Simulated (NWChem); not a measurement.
System: hydrogen peroxide (H2O2); SMILES OO

NWChem input:

```
start job
memory heap 200 mb stack 900 mb global 1100 mb
geometry units angstroms noautoz
  O      0.040794    -0.708066    -0.122099
  O     -0.040790     0.708067    -0.122096
  H     -0.758713    -0.939419     0.370136
  H      0.758709     0.939418     0.370134
end
basis spherical
  * library pcseg-2
end
dft
  xc xcamb88 1.00 lyp 0.81 vwn_5 0.19 hfexch 1.00
  cam 0.33 cam_alpha 0.19 cam_beta 0.46
  iterations 150
  mulliken
end
task dft gradient
```

NWChem printed, in part:

```
             Northwest Computational Chemistry Package (NWChem) 7.3.0
             --------------------------------------------------------

 C2  symmetry detected

                             Geometry "geometry" -> ""
                             -------------------------

 Output coordinates in angstroms (scale by  1.889725989 to convert to a.u.)

  No.       Tag          Charge          X              Y              Z
 ---- ---------------- ---------- -------------- -------------- --------------
    1 O                    8.0000     0.06260444    -0.70647211    -0.05469250
    2 O                    8.0000    -0.06260444     0.70647211    -0.05469250
    3 H                    1.0000    -0.72938515    -0.96236521     0.43754000
    4 H                    1.0000     0.72938515     0.96236521     0.43754000

 Effective nuclear repulsion energy (a.u.)      37.3949740223

      Symmetry information
      --------------------

 Group name             C2
 Group number              4
 Group order               2
 No. of unique centers     2

                                 NWChem DFT Module
                                 -----------------

 Summary of "ao basis" -> "ao basis" (spherical)
 ------------------------------------------------------------------------------
       Tag                 Description            Shells   Functions and Types
 ---------------- ------------------------------  ------  ---------------------
 O                          pcseg-2                 10       30   4s3p2d1f
 H                          pcseg-2                  6       14   3s2p1d

      Symmetry analysis of basis
      --------------------------

        a          44
        b          44

            General Information
            -------------------
          SCF calculation type: DFT
          Wavefunction type:  closed shell.
          No. of atoms     :     4
          No. of electrons :    18
           Alpha electrons :     9
            Beta electrons :     9
          Charge           :     0
          Spin multiplicity:     1
          Use of symmetry is: on ; symmetry adaption is: on
          Maximum number of iterations: 150
          AO basis - number of functions:    88
                     number of shells:    32
          Convergence on energy requested:  1.00D-06
          Convergence on density requested:  1.00D-05
          Convergence on gradient requested:  5.00D-04

              XC Information
              --------------
                     Hartree-Fock (Exact) Exchange  1.000
                   CAM-Becke88 Exchange Functional  1.000
                      VWN V Correlation Functional  0.190 local
              Lee-Yang-Parr Correlation Functional  0.810

           Range-Separation Parameters
           ---------------------------
           Alpha           :  0.19
           Beta            :  0.46
           Gamma           :  0.33
           Short-Range HF  :     F

             Grid Information
             ----------------
          Grid used for XC integration:  medium
          Radial quadrature: Mura-Knowles
          Angular quadrature: Lebedev.
          Tag              B.-S. Rad. Rad. Pts. Rad. Cut. Ang. Pts.
          ---              ---------- --------- --------- ---------
          O                   0.60       49           8.0       434
          H                   0.35       45          10.0       434
          Grid pruning is: on
          Number of quadrature shells:    94
          Spatial weights used:  Erf1

      Superposition of Atomic Density Guess
      -------------------------------------

 Sum of atomic energies:        -150.55947413

      Non-variational initial energy
      ------------------------------

 Total energy =    -150.803227
 1-e energy   =    -281.239013
 2-e energy   =      93.040812
 HOMO         =      -0.350701
 LUMO         =       0.005568

      Symmetry analysis of molecular orbitals - initial
      -------------------------------------------------

  Numbering of irreducible representations:

     1 a           2 b

  Orbital symmetries:

     1 a           2 b           3 a           4 b           5 a
     6 b           7 a           8 a           9 b          10 b
    11 a          12 b          13 b          14 a          15 b
    16 a          17 a          18 b          19 a

     ---------------------------------------------
      Total Density - Mulliken Population Analysis
     ---------------------------------------------

    Atom       Charge   Shell Charges
 -----------   ------   -------------------------------------------------------
    1 O    8     8.32   2.00  0.64  0.86  0.27  1.93  2.03  0.56  0.00  0.02  0.00
    2 O    8     8.32   2.00  0.64  0.86  0.27  1.93  2.03  0.56  0.00  0.02  0.00
    3 H    1     0.68   0.34  0.25  0.02  0.02  0.05  0.01
    4 H    1     0.68   0.34  0.25  0.02  0.02  0.05  0.01

   convergence    iter        energy       DeltaE   RMS-Dens  Diis-err
 ---------------- ----- ----------------- --------- --------- ---------
 d= 0,ls=0.0,diis     1   -151.5384910419 -1.89D+02  4.79D-03  4.28D-01
 d= 0,ls=0.0,diis     2   -151.5690822291 -3.06D-02  7.28D-04  2.17D-02
 d= 0,ls=0.0,diis     3   -151.5705617627 -1.48D-03  2.42D-04  1.21D-03
 d= 0,ls=0.0,diis     4   -151.5706466781 -8.49D-05  7.05D-05  2.41D-04
 d= 0,ls=0.0,diis     5   -151.5706670483 -2.04D-05  1.92D-05  7.15D-06
 d= 0,ls=0.0,diis     6   -151.5706679161 -8.68D-07  5.95D-06  1.45D-07

         Total DFT energy =     -151.570667916143
      One electron energy =     -282.533700111484
           Coulomb energy =      111.379003734648
    Exchange-Corr. energy =      -17.810945561648
 Nuclear repulsion energy =       37.394974022341

 Numeric. integr. density =       18.000000800332

                  Occupations of the irreducible representations
                  ----------------------------------------------

                     irrep           alpha         beta
                     --------     --------     --------
                     a                 5.0          5.0
                     b                 4.0          4.0

                       DFT Final Molecular Orbital Analysis
                       ------------------------------------

 Vector    7  Occ=2.000000D+00  E=-5.067395D-01  Symmetry=a
              MO Center=  3.1D-16,  8.8D-15, -1.6D-01, r^2= 1.2D+00
   Bfn.  Coefficient  Atom+Function         Bfn.  Coefficient  Atom+Function
  ----- ------------  ---------------      ----- ------------  ---------------
     7      0.257138  1 O  pz                37      0.257138  2 O  pz
     6      0.215709  1 O  py                36     -0.215709  2 O  py
    10      0.210081  1 O  pz                40      0.210081  2 O  pz
     9      0.177467  1 O  py                39     -0.177467  2 O  py
    13      0.109091  1 O  pz                43      0.109091  2 O  pz

 Vector    8  Occ=2.000000D+00  E=-4.026275D-01  Symmetry=a
              MO Center=  9.5D-16,  1.6D-15,  3.4D-02, r^2= 1.3D+00
   Bfn.  Coefficient  Atom+Function         Bfn.  Coefficient  Atom+Function
  ----- ------------  ---------------      ----- ------------  ---------------
     5      0.322460  1 O  px                35     -0.322460  2 O  px
     8      0.252041  1 O  px                38     -0.252041  2 O  px
    11      0.153281  1 O  px                41     -0.153281  2 O  px
     4      0.140931  1 O  s                 34      0.140931  2 O  s
     7      0.130511  1 O  pz                37      0.130511  2 O  pz

 Vector    9  Occ=2.000000D+00  E=-3.567874D-01  Symmetry=b
              MO Center=  1.3D-15, -1.8D-14, -8.7D-02, r^2= 1.2D+00
   Bfn.  Coefficient  Atom+Function         Bfn.  Coefficient  Atom+Function
  ----- ------------  ---------------      ----- ------------  ---------------
     7      0.364251  1 O  pz                37     -0.364251  2 O  pz
    10      0.296517  1 O  pz                40     -0.296517  2 O  pz
    13      0.212326  1 O  pz                43     -0.212326  2 O  pz
     5      0.094339  1 O  px                35      0.094339  2 O  px
     8      0.085056  1 O  px                38      0.085056  2 O  px

 Vector   10  Occ=0.000000D+00  E= 4.212681D-02  Symmetry=a
              MO Center= -4.9D-16, -1.7D-17,  6.6D-01, r^2= 5.4D+00
   Bfn.  Coefficient  Atom+Function         Bfn.  Coefficient  Atom+Function
  ----- ------------  ---------------      ----- ------------  ---------------
    63      0.914379  3 H  s                 77      0.914379  4 H  s
     4     -0.602586  1 O  s                 34     -0.602586  2 O  s
    11      0.126909  1 O  px                41     -0.126909  2 O  px
     2     -0.103329  1 O  s                 32     -0.103329  2 O  s
    12      0.088464  1 O  py                42     -0.088464  2 O  py

 Vector   11  Occ=0.000000D+00  E= 4.856357D-02  Symmetry=b
              MO Center=  4.0D-17, -1.1D-15,  3.9D-01, r^2= 5.1D+00
   Bfn.  Coefficient  Atom+Function         Bfn.  Coefficient  Atom+Function
  ----- ------------  ---------------      ----- ------------  ---------------
    63      0.984127  3 H  s                 77     -0.984127  4 H  s
     4     -0.592940  1 O  s                 34      0.592940  2 O  s
    11      0.198212  1 O  px                41      0.198212  2 O  px
     9     -0.187710  1 O  py                39     -0.187710  2 O  py
     6     -0.177270  1 O  py                36     -0.177270  2 O  py

 Vector   12  Occ=0.000000D+00  E= 1.180953D-01  Symmetry=b
              MO Center= -4.4D-16, -7.9D-16,  2.4D-01, r^2= 3.5D+00
   Bfn.  Coefficient  Atom+Function         Bfn.  Coefficient  Atom+Function
  ----- ------------  ---------------      ----- ------------  ---------------
    63      0.994710  3 H  s                 77     -0.994710  4 H  s
    12      0.892822  1 O  py                42      0.892822  2 O  py
     4      0.597550  1 O  s                 34     -0.597550  2 O  s
     6      0.333641  1 O  py                36      0.333641  2 O  py
     9      0.273297  1 O  py                39      0.273297  2 O  py

     ---------------------------------------------
      Total Density - Mulliken Population Analysis
     ---------------------------------------------

    Atom       Charge   Shell Charges
 -----------   ------   -------------------------------------------------------
    1 O    8     8.22   2.00  0.64  0.84  0.33  1.98  1.82  0.57  0.00  0.03  0.00
    2 O    8     8.22   2.00  0.64  0.84  0.33  1.98  1.82  0.57  0.00  0.03  0.00
    3 H    1     0.78   0.41  0.26  0.01  0.02  0.07  0.01
    4 H    1     0.78   0.41  0.26  0.01  0.02  0.07  0.01

     -------------------------------------------
      Total Density - Lowdin Population Analysis
     -------------------------------------------

    Atom       Charge   Shell Charges
 -----------   ------   -------------------------------------------------------
    1 O    8     7.93   1.99  0.57  0.56  0.30  1.81  1.84  0.74  0.00  0.10  0.02
    2 O    8     7.93   1.99  0.57  0.56  0.30  1.81  1.84  0.74  0.00  0.10  0.02
    3 H    1     1.07   0.36  0.26  0.07  0.04  0.27  0.07
    4 H    1     1.07   0.36  0.26  0.07  0.04  0.27  0.07

     Multipole analysis of the density
     ---------------------------------

     L   x y z        total         alpha         beta         nuclear
     -   - - -        -----         -----         ----         -------
     0   0 0 0     -0.000000     -9.000000     -9.000000     18.000000

     1   1 0 0      0.000000      0.000000      0.000000      0.000000
     1   0 1 0     -0.000000     -0.000000     -0.000000      0.000000
     1   0 0 1      0.691151      0.345576      0.345576      0.000000

     2   2 0 0     -7.573422     -5.798496     -5.798496      4.023570
     2   1 1 0      2.397544     -0.044346     -0.044346      2.486236
     2   1 0 1     -0.000000     -0.000000     -0.000000      0.000000
     2   0 2 0     -8.256373    -21.694143    -21.694143     35.131913
     2   0 1 1     -0.000000     -0.000000     -0.000000      0.000000
     2   0 0 2     -8.954835     -5.246523     -5.246523      1.538210

            General Information
            -------------------
          SCF calculation type: DFT
          Wavefunction type:  closed shell.
          No. of atoms     :     4
          No. of electrons :    18
           Alpha electrons :     9
            Beta electrons :     9
          Charge           :     0
          Spin multiplicity:     1
          Use of symmetry is: on ; symmetry adaption is: on
          Maximum number of iterations: 150
          This is a Direct SCF calculation.
          AO basis - number of functions:    88
                     number of shells:    32
          Convergence on energy requested:  1.00D-06
          Convergence on density requested:  1.00D-05
          Convergence on gradient requested:  5.00D-04

              XC Information
              --------------
                     Hartree-Fock (Exact) Exchange  1.000
                   CAM-Becke88 Exchange Functional  1.000
                      VWN V Correlation Functional  0.190 local
              Lee-Yang-Parr Correlation Functional  0.810

           Range-Separation Parameters
           ---------------------------
           Alpha           :  0.19
           Beta            :  0.46
           Gamma           :  0.33
           Short-Range HF  :     F

             Grid Information
             ----------------
          Grid used for XC integration:  medium
          Radial quadrature: Mura-Knowles
          Angular quadrature: Lebedev.
          Tag              B.-S. Rad. Rad. Pts. Rad. Cut. Ang. Pts.
          ---              ---------- --------- --------- ---------
          O                   0.60       49           8.0       434
          H                   0.35       45          10.0       434
          Grid pruning is: on
          Number of quadrature shells:    94
          Spatial weights used:  Erf1

          Convergence Information
          -----------------------
          Convergence aids based upon iterative change in
          total energy or number of iterations.
          Levelshifting, if invoked, occurs when the
          HOMO/LUMO gap drops below (HL_TOL):  1.00D-02
          DIIS, if invoked, will attempt to extrapolate
          using up to (NFOCK): 10 stored Fock matrices.

                    Damping( 0%)  Levelshifting(0.5)       DIIS
                  --------------- ------------------- ---------------
          dE  on:    start            ASAP                start
          dE off:    2 iters        150 iters           150 iters

  intd_init: cando_txs set to always be  F

                            NWChem DFT Gradient Module
                            --------------------------

  charge          =   0.00
  wavefunction    = closed shell

  Using symmetry
  intd_init: cando_txs set to always be  F

                         DFT ENERGY GRADIENTS

    atom               coordinates                        gradient
                 x          y          z           x          y          z
   1 O       0.118305  -1.335039  -0.103354    0.003976   0.009506  -0.001834
   2 O      -0.118305   1.335039  -0.103354   -0.003976  -0.009506  -0.001834
   3 H      -1.378338  -1.818607   0.826831   -0.003352   0.000238   0.001834
   4 H       1.378338   1.818607   0.826831    0.003352  -0.000238   0.001834
```

Level: CAM-B3LYP/pcseg-2. The geometry was optimised at PBE0/def2-SVP.
